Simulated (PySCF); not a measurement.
Compound: 3-methoxy-1-propanol, C4H10O2.
Atom-mapped SMILES: `[CH3:1][O:2][CH2:3][CH2:4][CH2:5][OH:6]` (hydrogens: H7, H8, H9 on C1; H10, H11 on C3; H12, H13 on C4; H14, H15 on C5; H16 on O6)

Level of theory: PySCF, PBE0-D3(BJ)/def2-SVP geometry optimisation, gas phase.

**Question.** Give the optimised bond lengths and angles.

**Answer.** 
```csv
bond,length (Å),order
C1–O2,1.391,single
O2–C3,1.399,single
C3–C4,1.512,single
C4–C5,1.521,single
C5–O6,1.403,single
"C1–H7, C1–H8",1.109,single
C1–H9,1.099,single
"C3–H10, C3–H11",1.111,single
"C4–H12, C4–H13",1.103,single
"C5–H14, C5–H15",1.105,single
O6–H16,0.963,single
```

Bonds in one row agree within 0.01 Å and their mean is given. Orders are formal, as drawn. A selection of angles:
```csv
angle,degrees
O2–C1–H7,112.1
O2–C1–H9,108.1
H7–C1–H8,107.7
C1–O2–C3,113.5
O2–C3–C4,109.2
O2–C3–H10,110.3
O2–C3–H11,110.5
C4–C3–H10,110.1
H10–C3–H11,106.5
C3–C4–C5,113.4
C3–C4–H12,108.5
C5–C4–H12,109.4
H12–C4–H13,106.9
C4–C5–O6,112.8
C4–C5–H14,109.1
O6–C5–H14,112.3
O6–C5–H15,106.4
H14–C5–H15,106.6
C5–O6–H16,107.7
```

Dihedral angles: C1–O2–C3–C4 -178° (antiperiplanar); O2–C3–C4–C5 62° (synclinal); C3–C4–C5–O6 178° (antiperiplanar); H16–O6–C5–C4 65° (synclinal). The mirror-image conformer, all signs reversed, is as good.

O6 (alcohol oxygen) is bent (angle 107.7°). Of the pairs four or more bonds apart, O2···H14 is among the closest relative to their van der Waals radii: 2.58 Å, 95 % of the sum of Bondi's values.

Point group: C1 (no symmetry element, even within 0.4 Å). Whether it is a minimum is left open (no frequencies). The numbers are those of one conformer (C1–O2–C3–C4 -178°, O2–C3–C4–C5 62°, C3–C4–C5–O6 178°, C4–C5–O6–H 65°).
